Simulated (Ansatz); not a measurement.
This geometry of FH3Si + H2S (8 atoms, charge 0, multiplicity 1) is a first-order saddle point.

Computed with RKS PBE0-D4/6-31G* (Ansatz).

```xyz
8
Properties=species:S:1:pos:R:3
Si -0.222 0.030 -0.148
F -0.167 0.064 1.794
H 1.210 -0.358 0.030
H -0.279 1.454 -0.552
H -0.640 -0.902 -1.238
S -2.513 0.041 0.681
H -2.707 -1.291 0.709
H -1.270 0.089 1.825
```

Which two structures does it join? (They come from a converged band through this point; their orientation in space is the band's.)

Bonds broken: Si1–F2, S6–H8. Bonds formed: Si1–S6, F2–H8. FH3Si + H2S becomes FH + H4SSi.

Initial state:

```xyz
8
Properties=species:S:1:pos:R:3
Si 0.418 0.065 -0.166
F 0.171 -0.165 1.417
H 1.881 -0.014 -0.419
H -0.090 1.405 -0.551
H -0.282 -1.003 -0.924
S -3.249 0.091 1.078
H -3.338 -1.239 0.894
H -2.100 -0.014 1.771
```

Final state:

```xyz
8
Properties=species:S:1:pos:R:3
Si -0.410 -0.083 -0.530
F -0.288 0.657 2.635
H 0.579 -0.929 0.181
H -0.049 1.352 -0.474
H -0.532 -0.538 -1.941
S -2.346 -0.189 0.440
H -2.419 -1.533 0.498
H -1.123 0.390 2.292
```

How far does it lie above each of them?

1.74 eV above the first and 1.06 eV above the second. This is the barrier of this one path; another mechanism may lie lower. The orbitals stay closed-shell, which can raise the energy where a bond breaks towards radicals; this wasn't checked here.

Time of the run: 4.8 min on 1 thread of Arm Neoverse V1, with other jobs on the host, peak memory 0.12 GiB.
